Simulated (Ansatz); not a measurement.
One crystal and one scan (energy against volume) at two levels, PBE (plane waves to 420 eV, PAW, scalar-relativistic; Ansatz, a quantum-chemistry and plane-wave program) and r2SCAN (plane waves to 500 eV, PAW, scalar-relativistic; Ansatz), each from its own relaxed cell and on its own mesh. The cell shown is that of PBE.

C (diamond)

```
C
1.0
    0.00000     1.78578     1.78578
    1.78578     0.00000     1.78578
    1.78578     1.78578     0.00000
C
2
Cartesian
  1.78578   1.78578   1.78578
  2.67868   2.67868   2.67868
```

The volume is varied about the relaxed value V₀ at fixed cell shape. Symmetry pins the atoms to their sites.

Energies are smeared free energies. C was relaxed with its symmetry unable to fall. Both scans cover V/V₀ from 0.940 to 1.060.

ΔE (meV/atom), each from the relaxed starting cell of its own level:

```csv
V/V₀,PBE,r2SCAN
0.940,30.5,31.4
0.952,19.1,19.7
0.964,10.6,withheld
0.976,4.6,4.7
0.988,1.1,1.2
1.000,0.0,0.0
1.012,1.1,1.1
1.024,4.3,4.4
1.036,9.4,9.7
1.048,16.5,17.0
1.060,25.3,26.1
```

Task: Estimate the r2SCAN value at 0.964 from the PBE value there and the ratio of the two levels in the two nearest given rows on that side of the minimum.

Result: At 0.952 and 0.976 the ratio r2SCAN/PBE averages 1.027, which gives 1.027 × 10.6 = 10.9 meV/atom. The calculation gives 10.9 meV/atom, +2.8 % against PBE.

(A scan under strain: stresses follow from slopes of the energy per volume, elastic moduli from its curvatures.)
